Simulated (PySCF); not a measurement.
# O₂ (triplet): fields and orbitals

Aim: take O₂ (triplet) and see where an electron leaves and enters, analyse its density (charges, bond critical points, surface potential) and measure its response to a uniform field.

Method: levels as typed in each script, gas phase, geometry from GFN2-xTB; program: PySCF 2.14.0.

**1. The starting structure**

SMILES `O=O`, 2 atoms, charge 0, spin multiplicity 3.

Bond lengths: O1–O2 1.210 Å.

As a file:

```xyz
2
charge 0, multiplicity 3
O     0.6049    0.0000    0.0000
O    -0.6049    0.0000    0.0000
```

**2. Removing and adding an electron (B3LYP/def2-svp)**

Input file input.py:

```python
import numpy as np
from pyscf import gto, scf, dft
from pyscf.scf import atom_ks, atom_hf
from scipy.linalg import block_diag

def solve(mol, dm0=None, hcore=None):
    mf = (dft.UKS if mol.spin else dft.RKS)(mol, xc='b3lyp')
    mf.grids.level = 3
    mf = mf.density_fit(auxbasis='def2-universal-jkfit')
    mf.conv_tol, mf.max_cycle = 1e-8, 80
    if hcore is not None:
        mf.get_hcore = lambda *args: hcore
    mf.kernel(dm0)
    if not mf.converged:
        mf = mf.newton().run(mf.mo_coeff, mf.mo_occ, max_cycle=30)
    assert mf.converged, 'SCF not converged'
    return mf

mol = gto.M(atom='''
O      0.60491     0.00000     0.00000
O     -0.60491     0.00000     0.00000
''', basis='def2-svp', charge=0, spin=2, verbose=4)
mf = solve(mol)
out = dict(e0=mf.e_tot, dm0=mf.make_rdm1(), c=mf.mo_coeff, occ=mf.mo_occ, eps=mf.mo_energy)
for name, dq, spin in [('cation', 1, 1), ('anion', -1, 1)]:
    ion = mol.copy().set(charge=mol.charge + dq, spin=spin).build()
    mi = solve(ion)
    if spin and dq > 0 and mol.nao < 130:
        c, _, stable, _ = mi.stability(return_status=True)
        if not stable:
            mi = solve(ion, mi.make_rdm1(c, mi.mo_occ))
    print(name, 'vertical energy change / eV', (mi.e_tot - mf.e_tot) * 27.211386)
    out.update({'e_' + name: mi.e_tot, 'dm_' + name: mi.make_rdm1(), 's2_' + name: mi.spin_square()[0], 'eps_' + name: mi.mo_energy, 'occ_' + name: mi.mo_occ})
# spherically averaged free atoms, for the promolecule
atm = atom_ks.get_atm_nrks(mol, xc='b3lyp')
pro = block_diag(*[(atm[a[0]][2] * atm[a[0]][3]) @ atm[a[0]][2].T for a in mol._atom])
np.savez('result.npz', pro=pro, **out)
```

On the command line:

```sh
$ OMP_NUM_THREADS=1 python input.py
```

**3. Density, bond paths and surface potential (wB97X/def2-svpd)**

Input file input.py:

```python
import numpy as np
from pyscf import gto, scf, dft
from pyscf.scf import atom_ks, atom_hf
from scipy.linalg import block_diag

def solve(mol, dm0=None, hcore=None):
    mf = (dft.UKS if mol.spin else dft.RKS)(mol, xc='wb97x')
    mf.grids.level = 3
    mf = mf.density_fit(auxbasis='def2-universal-jkfit')
    mf.conv_tol, mf.max_cycle = 1e-8, 80
    if hcore is not None:
        mf.get_hcore = lambda *args: hcore
    mf.kernel(dm0)
    if not mf.converged:
        mf = mf.newton().run(mf.mo_coeff, mf.mo_occ, max_cycle=30)
    assert mf.converged, 'SCF not converged'
    return mf

mol = gto.M(atom='''
O      0.60491     0.00000     0.00000
O     -0.60491     0.00000     0.00000
''', basis='def2-svpd', charge=0, spin=2, verbose=4)
mf = solve(mol)
mf.analyze()
# spherically averaged free atoms, for the promolecule
atm = atom_ks.get_atm_nrks(mol, xc='wb97x')
pro = block_diag(*[(atm[a[0]][2] * atm[a[0]][3]) @ atm[a[0]][2].T for a in mol._atom])
np.savez('result.npz', e=mf.e_tot, c=mf.mo_coeff, occ=mf.mo_occ, eps=mf.mo_energy, pro=pro, dip=mf.dip_moment(verbose=0), s2=mf.spin_square()[0])
```

**5. Response to an electric field (wB97X/def2-svpd)**

input.py: that of step 3 with these lines changed.

```diff
@@ -22,4 +22,10 @@
 ''', basis='def2-svpd', charge=0, spin=2, verbose=4)
+field = np.array([-0.01, -0.0, -0.0])  # atomic units
+mol.set_common_orig(mol.atom_charges() @ mol.atom_coords() / mol.atom_charges().sum())
 mf = solve(mol)
-mf.analyze()
+out = dict(dm0=mf.make_rdm1(), d0=mf.dip_moment(unit='AU'), e0=mf.e_tot)
+for name, sign in (('p', 1), ('m', -1)):
+    h = mf.get_hcore() + sign * np.einsum('x,xij->ij', field, mol.intor('int1e_r'))
+    mi = solve(mol, mf.make_rdm1(), h)
+    out.update({'dm' + name: mi.make_rdm1(), 'd' + name: mi.dip_moment(unit='AU'), 'e' + name: mi.e_tot})
 # spherically averaged free atoms, for the promolecule
@@ -27,2 +33,2 @@
 pro = block_diag(*[(atm[a[0]][2] * atm[a[0]][3]) @ atm[a[0]][2].T for a in mol._atom])
-np.savez('result.npz', e=mf.e_tot, c=mf.mo_coeff, occ=mf.mo_occ, eps=mf.mo_energy, pro=pro, dip=mf.dip_moment(verbose=0), s2=mf.spin_square()[0])
+np.savez('result.npz', pro=pro, **out)
```

(Steps that only read results are left out.)

**Question.** What will these runs give? Wanted: dipole moment; HOMO, LUMO; polarisability along the field.

As calculated:

| quantity | value |
| --- | --- |
| dipole moment (wB97X/def2-svpd) | 0.00 D |
| HOMO, LUMO (wB97X/def2-svpd) | -11.77, -0.73 eV |
| polarisability along the field (wB97X/def2-svpd) | 15.4 bohr³ |

In words: At wB97X/def2-svpd: The highest Hirshfeld charge is on O1 and O2 (0.00 e), the lowest on O1 and O2 (0.00 e). All values hold at the given geometry, in the gas phase.
